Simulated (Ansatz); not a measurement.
Relaxation of CH5SSi (8 atoms, charge 0, multiplicity 2), to a largest force component of 0.015 eV/Å in at most 40 steps.

Theory: UKS PBE/6-31G* in Ansatz.

```xyz
8
Properties=species:S:1:pos:R:3
Si -0.617 0.578 -1.000
C 0.650 0.154 0.356
S 0.106 0.714 2.010
H -1.846 -0.181 -0.808
H -0.780 2.019 -1.122
H 1.630 0.598 0.168
H 0.789 -0.920 0.464
H -0.140 1.979 1.673
```

**Question.** Where does it end, and by what steps?

**Answer.** It converged. After 4 steps the energy has fallen by 0.104 eV; S3 moved furthest, 0.12 Å.

```
step  energy less start (eV)  largest force component (eV/Å)  accepted
   0                  0.0000                           1.052       yes
   1                 -0.0948                           0.284       yes
   2                 -0.1029                           0.085       yes
   3                 -0.1038                           0.039       yes
   4                 -0.1039                           0.012       yes
```

```xyz
8
Properties=species:S:1:pos:R:3
Si -0.573 0.535 -1.045
C 0.675 0.156 0.349
S -0.013 0.696 1.976
H -1.876 -0.161 -0.758
H -0.816 2.024 -1.084
H 1.668 0.602 0.176
H 0.816 -0.933 0.445
H -0.089 2.022 1.681
```

Run time: 17 s on 1 thread of Intel(R) Xeon(R) Platinum 8259CL CPU @ 2.50GHz (Skylake/Cascade Lake), with other jobs on the host, peak memory 0.17 GiB.
